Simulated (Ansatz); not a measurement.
# HNO2: the cost of one run

Computed with Ansatz 0.2.0 (the levels named in each step, unless a step's input says otherwise).

## 1. The starting structure

Bond lengths: O1–N2 1.140 Å, N2–O3 1.212 Å, O3–H4 1.015 Å. Angles: O1–N2–O3 141.7°, N2–O3–H4 125.7°.

Coordinates:

```xyz
4

O     1.0433   -0.4391    0.0597
N     0.1447    0.2595   -0.0009
O    -1.0659    0.2486   -0.0554
H    -1.6508   -0.5812   -0.0558
```

## 2. A rough first relaxation, PBE-D4/def2-SVP

Contents of input.yaml:

```yaml
crystal:
  periodic: [false, false, false]
  atoms:
    - { symbol: O, position_ang: [1.0433, -0.43915, 0.05966] }
    - { symbol: "N", position_ang: [0.14466, 0.2595, -0.00087] }
    - { symbol: O, position_ang: [-1.06595, 0.24859, -0.05538] }
    - { symbol: H, position_ang: [-1.65076, -0.58122, -0.05578] }
magnetization:
  spin_polarized: true
  initial_magnetization: 1
total_charge: 1
basis:
  gaussian: { orbitals: def2-SVP }
hamiltonian:
  xc: pbe
  dispersion: d4
relax:
  f_tol: 0.03
  max_steps: 200
```

The run is started by

```
ansatz run input.yaml --threads 2 --pin off --max-ram 5120MiB --backend cpu --events-out ev --progress --plain --runs-dir out
```

What time and memory should one allow on 2 threads of Intel Xeon Platinum 8175M at 2.50GHz (Skylake/Cascade Lake), shared host?

About 4.7 s, with a peak of 0.13 GiB.
